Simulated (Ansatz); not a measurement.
# C2H7N (singlet): wave-function methods side by side, 6-31G*

One table from this session's results is given with a row withheld; the runs are named, their logs left out.

Program: Ansatz 0.2.0, Gaussian basis. Level of theory: 6-31G*, core rule «outside noble gas», up to 3 orbitals frozen. These are calculated values, not measurements.

The runs, in order: UHF; CCSD(T) on RHF; BCCD(T) on RHF; CISD; CCSDT(Q) on RHF; CASSCF and MRCISD+Q, 8 electrons in 8 orbitals; CASSCF and NEVPT2, 8 electrons in 8 orbitals.

15 further runs of the same task are left out: 2 that didn't finish, 13 set aside as unsound or not needed.

### The system

The geometry is an MP2(full)/6-31G* stationary point (not a proven minimum).

10 atoms, charge 0, spin multiplicity 1.

Atoms are counted from 1 here; the program's logs count them from 0.

Bond lengths: C1–C2 1.526 Å, C1–H4 1.095 Å, C1–H5 1.095 Å, C1–H6 1.095 Å, C2–N3 1.464 Å, C2–H7 1.095 Å, C2–H8 1.095 Å, N3–H9 1.019 Å, N3–H10 1.019 Å. Angles: C2–C1–H4 111.6°, C2–C1–H5 110.6°, C2–C1–H6 110.6°, H4–C1–H5 108.0°, H4–C1–H6 108.0°, H5–C1–H6 107.9°, C1–C2–N3 115.5°, C1–C2–H7 109.8°, C1–C2–H8 109.8°, N3–C2–H7 107.4°, N3–C2–H8 107.4°, H7–C2–H8 106.4°, C2–N3–H9 109.3°, C2–N3–H10 109.3°, H9–N3–H10 105.8°.

As a file:

```xyz
10

C     1.2512   -0.3695    0.0000
C     0.0412    0.5600    0.0000
N    -1.2641   -0.1034    0.0000
H     2.1905    0.1926    0.0000
H     1.2430   -1.0137    0.8849
H     1.2430   -1.0137   -0.8849
H     0.0758    1.2150   -0.8765
H     0.0758    1.2150    0.8765
H    -1.3311   -0.7143    0.8131
H    -1.3311   -0.7143   -0.8131
```

Set-up of the first run:

File in.yaml:

```yaml
crystal:
  periodic: [false, false, false]
  atoms:
    - {symbol: C, position_ang: [1.251232, -0.369520, 0.000000]}
    - {symbol: C, position_ang: [0.041218, 0.560029, 0.000000]}
    - {symbol: N, position_ang: [-1.264133, -0.103400, 0.000000]}
    - {symbol: H, position_ang: [2.190528, 0.192576, 0.000000]}
    - {symbol: H, position_ang: [1.243014, -1.013682, 0.884909]}
    - {symbol: H, position_ang: [1.243014, -1.013682, -0.884909]}
    - {symbol: H, position_ang: [0.075779, 1.215041, -0.876478]}
    - {symbol: H, position_ang: [0.075779, 1.215041, 0.876478]}
    - {symbol: H, position_ang: [-1.331108, -0.714262, 0.813132]}
    - {symbol: H, position_ang: [-1.331108, -0.714262, -0.813132]}
basis:
  gaussian: {orbitals: "6-31G*"}
magnetization: {spin_polarized: true, initial_magnetization: 0}
hamiltonian: {xc: hf}
output: {orbitals: {seedname: orbitals}}
```

Run with:

```bash
> ansatz run in.yaml --threads 1 --pin off --events-out ev --progress --plain --max-ram 4096MiB --backend cpu
```

Among the steps run: UHF; CCSD(T) on RHF; BCCD(T) on RHF; CISD; CCSDT(Q) on RHF; CASSCF and MRCISD+Q, 8 electrons in 8 orbitals; CASSCF and NEVPT2, 8 electrons in 8 orbitals.

One of the session's tables, all rows but one given; the rest of the session is left out.

| method | from RCCSDT(Q) (kJ/mol) |
| --- | --- |
| RHF | +1262.7 |
| RMP2 | +137.0 |
| CISD | +172.2 |
| RCCSD | +33.8 |
| RCCSD(T) | +3.8 |
| BCCD(T) | +3.6 |
| RCCSDT | +1.9 |
| RCCSDT(Q) | 0 |
| CASSCF frontier | +981.7 |
| NEVPT2 frontier | +147.8 |
| MRCISD frontier | +110.6 |
| MRCISD+Q frontier | ? |

**Question.** Estimate the row for MRCISD+Q frontier.

**Answer.** from RCCSDT(Q) (kJ/mol): +17.2. In the column «from RCCSDT(Q) (kJ/mol)» it lies between RCCSD(T) (+3.8) and RCCSD (+33.8).
